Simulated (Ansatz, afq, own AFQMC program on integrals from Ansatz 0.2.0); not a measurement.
AFQMC on a folder of integrals that Ansatz 0.2.0 wrote.

```yaml
crystal:
  periodic: [false, false, false]
  atoms:
    - {symbol: Al, position_ang: [0.000000, -0.018378, 0.579289]}
    - {symbol: N, position_ang: [0.000000, 0.033274, -0.827148]}
    - {symbol: H, position_ang: [0.000000, 0.083954, 1.934691]}
    - {symbol: H, position_ang: [0.000000, -0.098850, -1.686832]}
basis:
  gaussian: {orbitals: cc-pVDZ}
magnetization: {spin_polarized: false}
correlation: {method: ccsd_t, electrons: outside_noble_gas, hamiltonian_folder: ham}
```

```sh
$ ansatz run in.yaml --threads 1 --pin off --events-out ev --progress --plain --max-ram 1382MiB
```

afq runs on the folder ham with

```
--method phaseless --trial hf --walkers 140 --populations 1 --least-time 40 --time-step 0.005 --steps-per-block 20 --equilibration-blocks 112 --max-blocks 600 --target-error 0.00114 --factor-cut 1e-05 --seed 2781 --taylor-order 6
```

Times are imaginary, in 1/Eh. The walk had a cap of 536 s.

```
orbitals 36  electrons 5 5  factors 274 of 402
reference energy -297.37270143 Eh
CCSD correlation -0.24342504 Eh in 12 cycles, weight of the determinant in the CISD state 0.8959
energy of the start -297.372701 Eh
 block  time / (1/Eh)  mean weight  energy / Eh
     1     0.100  1.0018  -297.442784
     2     0.200  0.9996  -297.482994
     3     0.300  1.0021  -297.516897
     4     0.400  1.0032  -297.555745
     5     0.500  1.0026  -297.575143
     7     0.700  1.0031  -297.592903
     9     0.900  1.0009  -297.585588
    18     1.800  1.0006  -297.607066
    52     5.200  0.9996  -297.598886
    86     8.600  0.9999  -297.583600
   120    12.000  0.9998  -297.615054
   154    15.400  1.0011  -297.622333
   188    18.800  1.0000  -297.626425
   222    22.200  0.9993  -297.603529
   256    25.600  1.0046  -297.852767
   290    29.000  1.0017  -297.625984
   324    32.400  1.0013  -297.626580
   358    35.800  0.9990  -297.590458
   392    39.200  0.9981  -297.614482
   426    42.600  1.0005  -297.637659
   460    46.000  1.0015  -297.633136
   494    49.400  0.9997  -297.647779
   528    52.800  1.0006  -297.602861
   562    56.200  0.9977  -297.614407
   596    59.600  0.9975  -297.633326
   630    63.000  0.9990  -297.621638
   664    66.400  1.0000  -297.645510
   698    69.800  1.0005  -297.620532
blocks merged  error / Eh  count
     1  0.001334  600
     2  0.001807  300
     4  0.002412  150
     8  0.003120  75
    16  0.003998  37
    32  0.003733  18
    64  0.003779  9
energy -297.633358 +/- 0.003998 Eh
(rows thinned)
```

Problem. Estimate how long the walk took on 1 thread of Arm Neoverse V2, with other jobs on the host.

Solution. 2.2 min of wall time.

The run failed at least one of its tests; the cautions name the faults.

Against this walk (error 108.8 meV) on the same determinant: CCSD(T) 265.6 meV higher, CCSDT(Q) 222.1 meV higher, a separate phaseless walk with a CISD trial and standard settings 163.1 ± 112.4 meV higher (within the noise). The error is statistical and leaves out the bias of the constraint.

Cautions: constraint bias not in the error; error above the target (108.8 against 31.0 meV); higher spins were not checked; raised T1 diagnostic (T1 0.022, weight of the determinant 0.90, largest double 0.05).

CCSDT and higher add their correlation energy to the determinant of the CCSD(T) run, since their own runs factorise the integrals more tightly (a shift of under 2 meV). A walk keeps the symmetry of its determinant, which the program's search chose and which needn't be the lowest solution, so a lower state of the same spin and another symmetry isn't excluded.
